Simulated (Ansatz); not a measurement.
Computed with frozen-core CCSD(T)/def2-TZVPP // B3LYP-D3(BJ)/def2-TZVP (Ansatz, a first-principles code).

Ansatz 0.2 input:
```yaml
crystal:
  periodic: [false, false, false]
  atoms:
    - { symbol: C, position_ang: [-1.350464, 0.305451, -0.488674] }
    - { symbol: C, position_ang: [-0.500717, -0.778807, 0.159056] }
    - { symbol: O, position_ang: [0.852124, -0.775863, -0.267852] }
    - { symbol: C, position_ang: [1.620776, 0.287164, 0.251067] }
    - { symbol: H, position_ang: [-1.031702, 1.306049, -0.193084] }
    - { symbol: H, position_ang: [-1.294813, 0.23301, -1.576065] }
    - { symbol: H, position_ang: [-2.394156, 0.188956, -0.188445] }
    - { symbol: H, position_ang: [-0.884608, -1.763968, -0.110528] }
    - { symbol: H, position_ang: [-0.543131, -0.692592, 1.25431] }
    - { symbol: H, position_ang: [2.652873, 0.112175, -0.049551] }
    - { symbol: H, position_ang: [1.569548, 0.316855, 1.347849] }
    - { symbol: H, position_ang: [1.304269, 1.261572, -0.138079] }
basis:
  gaussian: { orbitals: def2-TZVPP }
correlation:
  method: ccsd_t
```

Output:

```
Functional definition: HF
1384 factors; integrals over basis functions are off by at most 1.5e-3 eV
mean field evaluation 1: about -5253.6792 eV, gradient 3.4e1 eV
mean field evaluation 2: about -5253.8989 eV, gradient 3.4e1 eV
mean field evaluation 4: about -5256.7364 eV, gradient 4.5e0 eV
mean field evaluation 8: about -5256.7863 eV, gradient 2.2e-1 eV
mean field evaluation 16: about -5256.0937 eV, gradient 1.5e1 eV
mean field -5256.78652204 eV, -193.1833415069 hartree, gradient 4.7e-6 eV, S^2 0.000000; 0 other end points of the search recorded, 0 dependent functions left out
4 core orbitals not correlated
reference -5256.78652204 eV, -193.1833415069 hartree; 13, 13 occupied and 219, 219 virtual orbitals, 1384 factors
second order -20.96863193 eV of doubles, -0.00000000 eV of singles
cycle   1  -21.48740376 eV  change   -5.2e-1 eV  update   8.9e-2
cycle   2  -21.98264297 eV  change   -5.0e-1 eV  update   2.5e-2
cycle   3  -22.08267936 eV  change   -1.0e-1 eV  update   1.2e-2
cycle   4  -22.07792933 eV  change    4.8e-3 eV  update   2.5e-3
cycle   5  -22.07800859 eV  change   -7.9e-5 eV  update   1.1e-3
cycle   6  -22.07846459 eV  change   -4.6e-4 eV  update   3.1e-4
cycle   7  -22.07837091 eV  change    9.4e-5 eV  update   1.3e-4
cycle   8  -22.07833597 eV  change    3.5e-5 eV  update   4.0e-5
cycle   9  -22.07834093 eV  change   -5.0e-6 eV  update   1.5e-5
perturbative correction -0.81180779 eV, -0.0298333859 hartree
Total energy: -5279.67667075 eV, -194.0245389568 hartree
```

Cost: roughly 4 core-minutes.
